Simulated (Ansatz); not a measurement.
`FCC(F)F`, relaxed with RKS PBE0-D4/def2-TZVP in Ansatz 0.2.0 from a GFN2-xTB geometry. The force threshold is 0.005 eV/Å; the program also tests the step.

Charge 0, multiplicity 1.

Start:

```xyz
8

F     0.369   -1.675   -0.499
C     0.642   -0.449    0.035
C    -0.600    0.440   -0.051
F    -0.233    1.729   -0.233
F    -1.310    0.408    1.098
H     1.453   -0.003   -0.550
H     0.944   -0.595    1.077
H    -1.264    0.144   -0.877
```

```json
{"step": "1", "energy (eV)": "-10267.5483", "largest force (eV/Å)": "0.388", "largest move (Å)": "0.000"}
{"step": "2", "energy (eV)": "-10267.5671", "largest force (eV/Å)": "0.163", "largest move (Å)": "0.036"}
{"step": "3", "energy (eV)": "-10267.5830", "largest force (eV/Å)": "0.239", "largest move (Å)": "0.072"}
{"step": "4", "energy (eV)": "-10267.6024", "largest force (eV/Å)": "0.279", "largest move (Å)": "0.154"}
{"step": "5", "energy (eV)": "-10267.6052", "largest force (eV/Å)": "0.270", "largest move (Å)": "0.070"}
{"step": "6", "energy (eV)": "-10267.6138", "largest force (eV/Å)": "0.039", "largest move (Å)": "0.028"}
{"step": "7", "energy (eV)": "-10267.6143", "largest force (eV/Å)": "0.007", "largest move (Å)": "0.009"}
{"step": "8", "energy (eV)": "-10267.6143", "largest force (eV/Å)": "0.006", "largest move (Å)": "0.002"}
{"step": "9", "energy (eV)": "-10267.6143", "largest force (eV/Å)": "0.001", "largest move (Å)": "0.000"}
```

End:

```xyz
8

F     0.276   -1.741   -0.219
C     0.637   -0.438    0.015
C    -0.588    0.439   -0.066
F    -0.192    1.732    0.030
F    -1.421    0.181    0.967
H     1.359   -0.124   -0.743
H     1.078   -0.356    1.012
H    -1.148    0.307   -0.997
```

Hardware: 2 threads of an AMD EPYC 7R13 on a shared host and a share of an NVIDIA H100 80 GB. Wall time 11 s, peak host memory 0.82 GiB.
